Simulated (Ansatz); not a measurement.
Relaxation of CH₃OSi (6 atoms, charge 0, multiplicity 2), to a largest force component of 0.015 eV/Å in at most 40 steps.

Theory: Ansatz, UKS PBE0-D4/def2-SVP.

```xyz
6
Properties=species:S:1:pos:R:3
O -0.594 -1.598 0.944
C -0.332 -0.912 -0.042
Si 0.299 0.820 0.044
H -0.477 -1.340 -1.056
H 0.510 1.429 1.344
H 0.595 1.596 -1.143
```

Q: Where does it end, and by what steps?

A: The forces met the threshold. After 14 steps the energy has fallen by 0.107 eV; Si3 moved furthest, 0.33 Å.

```csv
step,energy less start (eV),largest force component (eV/Å),accepted
0,0.0000,0.948,yes
1,-0.0378,0.517,yes
2,-0.0391,0.351,yes
3,-0.0438,0.094,yes
4,-0.0444,0.078,yes
5,-0.0446,0.036,yes
6,-0.0447,0.040,yes
7,-0.0494,0.222,yes
8,-0.0715,0.491,yes
9,-0.0998,0.196,yes
10,-0.1040,0.176,yes
11,-0.1061,0.075,yes
12,-0.1067,0.077,yes
13,-0.1071,0.033,yes
14,-0.1072,0.009,yes
```

```xyz
6
Properties=species:S:1:pos:R:3
O -0.488 -1.595 0.938
C -0.359 -0.906 -0.045
Si 0.003 0.961 0.052
H -0.476 -1.345 -1.075
H 0.588 1.383 1.357
H 0.732 1.497 -1.137
```

Run time: 34 s on 1 thread of Arm Neoverse V2, on a shared host, peak memory 0.12 GiB.
